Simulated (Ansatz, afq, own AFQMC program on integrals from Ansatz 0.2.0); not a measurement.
## In, doublet: AFQMC among the cluster methods

A free In atom.

Basis def2-SVP with its core potentials. Only valence electrons are correlated. AFQMC by an in-house program on the Cholesky factors that Ansatz 0.2.0 writes for its CCSD(T) run. ph-AFQMC/CISD is guided by a CISD state made of CCSD amplitudes; releasing the constraint for a short imaginary time cuts its bias at the price of noise, slowly where states lie close. Free projection: walkers drawn from exp(T), propagated without any constraint. Its projection time is finite, and what remains of the start isn't in its error. ± is one standard error of the sampling. No spin–orbit coupling.

Determinant: UHF, the one that the program's search chose, which needn't be the lowest solution.

Full CI on the same integrals is exact in this basis and with this determinant's frozen core.

Cautions: no spin-orbit coupling; inner d shell frozen.

* T1 diagnostic: 0.0096
* weight of the determinant in the CISD state: 0.949
* ⟨S²⟩ of the determinant: 0.759
* size of the correlated space: 3 electrons in 17 orbitals

```csv
level,correlation energy (eV)
MP2,-0.6918
CCSD,-1.0306
CCSD(T),-1.0416
```

Question: Estimate where AFQMC with the constraint released lies against CCSD(T) on the same integrals.

Answer: 0.5 ± 0.06 kJ/mol below CCSD(T).

Reference: full CI, correlation energy -1.047 eV. The released energy is read at 2.40 1/Eh (meV from the phaseless value at times in 1/Eh: -0.1 ± 0.6 at 0.24, -0.2 ± 0.7 at 0.51, -0.3 ± 0.8 at 0.99, -0.7 ± 0.6 at 1.62, -1.0 ± 0.7 at 2.40).

| level | E − E(reference) (kJ/mol) | share of correlation (%) |
| --- | --- | --- |
| CCSD(T) | 0.5 | 99.52 |
| ph-AFQMC/CISD | 0.1 ± 0.05 | 99.87 |
| released AFQMC | 0.0 ± 0.06 | 99.97 |
| free AFQMC | 0.0 ± 0.04 | 100.04 |

Free projections are given only where their last times agree within the noise and don't stop above the reference; a slow remainder of the start can still hide under it. A walk keeps the symmetry of its determinant, which the program's search chose and which needn't be the lowest solution, so a lower state of the same spin and another symmetry isn't excluded. Released energies are given only where the last usable release times agree within the noise; a slower fall can still hide under it.
